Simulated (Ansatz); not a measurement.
```yaml
crystal:
  periodic: [false, false, false]
  atoms:
    - {symbol: B, position_ang: [-0.364218, 0.851495, -1.330178]}
    - {symbol: O, position_ang: [0.383957, -0.049483, -0.615401]}
    - {symbol: Si, position_ang: [0.383353, -0.605152, 0.912375]}
    - {symbol: H, position_ang: [-1.357408, 1.198776, -0.714796]}
    - {symbol: H, position_ang: [-0.055967, 1.155389, -2.370192]}
    - {symbol: H, position_ang: [-0.829778, -0.096204, 1.627990]}
    - {symbol: H, position_ang: [1.603129, -0.184057, 1.641944]}
    - {symbol: H, position_ang: [0.272590, -2.126060, 0.823540]}
basis:
  gaussian: {orbitals: "6-31++G**"}
total_charge: 3
magnetization: {spin_polarized: true, initial_magnetization: 1}
hamiltonian: {xc: {name: HSE06}, dispersion: d3bjatm}
output: {forces: true}
```

```sh
$ ansatz run in.yaml --threads 4 --pin off --events-out ev --progress --plain --max-ram 10444MiB
```

It prints (some lines left out):

```
Functional definition: HSE06
802 factors; integrals over basis functions are off by at most 1.8e-3 eV
111 factors; integrals over basis functions are off by at most 1.7e-6 eV
mean field evaluation 1: about -10572.5728 eV, gradient 1.0e2 eV
mean field evaluation 2: about -10183.1144 eV, gradient 1.9e2 eV
mean field evaluation 4: about -10582.4651 eV, gradient 5.5e1 eV
mean field evaluation 8: about -10623.4822 eV, gradient 3.8e0 eV
mean field evaluation 16: about -10624.0867 eV, gradient 2.5e-1 eV
mean field evaluation 64: about -10624.0881 eV, gradient 2.7e-4 eV
mean field -10624.08808935 eV, -390.4280360182 hartree, gradient 4.9e-5 eV, S^2 1.632361; 3 other end points of the search recorded, 0 dependent functions left out
reference -10624.08817452 eV, -390.4280391482 hartree; 15, 14 occupied and 76, 77 virtual orbitals, 802 factors
Total energy: -10624.16730511 eV, -390.4309471436 hartree
Atom 0 at    -0.364218     0.851495    -1.330178 Å, force     2.418664    -3.363883     2.879928 eV/Å
Atom 1 at     0.383957    -0.049483    -0.615401 Å, force    -2.008130     1.494415     0.127832 eV/Å
Atom 2 at     0.383353    -0.605152     0.912375 Å, force     0.896378     0.055582    -1.583634 eV/Å
Atom 3 at    -1.357408     1.198776    -0.714796 Å, force    -1.955491     1.340713    -0.226645 eV/Å
Atom 4 at    -0.055967     1.155389    -2.370192 Å, force     0.286314     1.938421    -4.114044 eV/Å
Atom 5 at    -0.829778    -0.096204     1.627990 Å, force    -1.886698     0.630333     1.338171 eV/Å
Atom 6 at     1.603129    -0.184057     1.641944 Å, force     2.301579     0.507412     1.479783 eV/Å
Atom 7 at     0.272590    -2.126060     0.823540 Å, force    -0.052617    -2.602993     0.098608 eV/Å
Dipole moment:    -0.433358     0.122423     0.421171 e Å
```

In this input the charge is far from anything that the molecule holds. The run converged. The result belongs to that input, not to the molecule as meant.
